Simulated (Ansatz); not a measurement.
# Other spins and charges of B2GeH, quartet at one geometry

Geometry (PBE0/def2-TZVP stationary point for this spin, not checked as a minimum):

```xyz
4

B     0.0134   -1.0596   -1.3555
Ge    0.0042    0.0462    0.4549
B    -0.0575    0.6170   -1.4835
H     0.1718    1.4195   -2.3301
```

Basis cc-pVDZ; Ansatz 0.2.0. Correlated methods freeze the noble-gas cores and the filled d shells of p-block atoms. R marks a restricted (for open shells ROHF) determinant, U an unrestricted one. No spin–orbit coupling is included, and no scalar relativity.

Gaps are energies of the second state less the first, at fixed atoms, for a selection of the levels run; each method lands on the state that its own search finds for that charge and spin.

Unrestricted rows (U, and Kohn–Sham where it breaks symmetry) aren't spin-pure: their determinants' ⟨S²⟩ exceeds S(S+1) by up to 0.70, so they mix in states of higher spin. For open shells CISD is restricted-active-space CI with the open shells as a complete middle space. A value is left out where its run failed or describes another state than the reference as far as symmetry and spin tell, or, spin-broken singlets apart, can't be checked.

Removing an electron, to the triplet: 7.664 eV at UCCSDT(Q).

Large singles or doubles amplitudes warn of static correlation in the B2GeH quartet and the B2GeH⁺ triplet.

```tsv
level	gap (eV)	error (meV)	⟨S²⟩ where 0.1 over S(S+1) (first / second)
UMP2	8.140	476	– / 2.70
CISD	7.813	149	– / –
BCCD(T)	7.687	23	– / –
UCCSDT	7.687	23	– / 2.70
PBE	7.875	211	– / –
r2SCAN	8.082	418	– / 2.27
PBE0	8.028	364	– / –
r2SCAN0	8.133	469	– / 2.35
B2PLYP	7.856	192	– / 2.24
RPA-PBE	7.730	66	– / –
```

Removing an electron, to the quintet: 8.937 eV at UCCSDT(Q).

Large singles or doubles amplitudes warn of static correlation in the B2GeH quartet.

| level | gap (eV) | error (meV) |
| --- | --- | --- |
| UHF | 7.808 | -1129 |
| UMP2 | 8.792 | -145 |
| CISD | 8.596 | -341 |
| UCCSD(T) | 8.918 | -19 |
| BCCD(T) | 8.928 | -9 |
| PBE0 | 9.034 | 97 |
| B3LYP | 9.161 | 224 |
| wB97M-V | 9.119 | 182 |
| B2PLYP | 9.047 | 110 |
| RPA-PBE | 9.158 | 221 |

Sextet less quartet: 2.818 eV at UCCSDT(Q).

Large singles or doubles amplitudes warn of static correlation in the B2GeH quartet.

```json
{"level": "UHF", "gap (eV)": "2.003", "error (meV)": "-815"}
{"level": "UMP2", "gap (eV)": "2.682", "error (meV)": "-136"}
{"level": "CISD", "gap (eV)": "2.524", "error (meV)": "-294"}
{"level": "UCCSD", "gap (eV)": "2.706", "error (meV)": "-112"}
{"level": "UCCSD(T)", "gap (eV)": "2.800", "error (meV)": "-18"}
{"level": "BCCD(T)", "gap (eV)": "2.814", "error (meV)": "-4"}
{"level": "UCCSDT", "gap (eV)": "2.807", "error (meV)": "-11"}
{"level": "PBE", "gap (eV)": "2.815", "error (meV)": "-3"}
{"level": "r2SCAN", "gap (eV)": "2.663", "error (meV)": "-155"}
{"level": "PBE0", "gap (eV)": "2.718", "error (meV)": "-100"}
{"level": "B3LYP", "gap (eV)": "2.991", "error (meV)": "173"}
{"level": "r2SCAN0", "gap (eV)": "2.612", "error (meV)": "-206"}
{"level": "wB97M-V", "gap (eV)": "2.945", "error (meV)": "127"}
{"level": "B2PLYP", "gap (eV)": "2.972", "error (meV)": "154"}
{"level": "RPA-PBE", "gap (eV)": "2.900", "error (meV)": "82"}
```

In so small a basis the reference is far from its limit while semilocal and hybrid functionals are nearer theirs (RPA and double hybrids share part of the reference's basis error), so the functionals' errors here hold much of the reference's basis and frozen-core error, which can add to them or hide them.

Full CI isn't at hand for all of this; UCCSDT(Q) serves as the reference, and is uncertain by the last step of the cluster series or more. The frozen core follows each run's orbitals, which can shift R against U totals by a few meV for light atoms and by up to 0.1 eV past Ca.
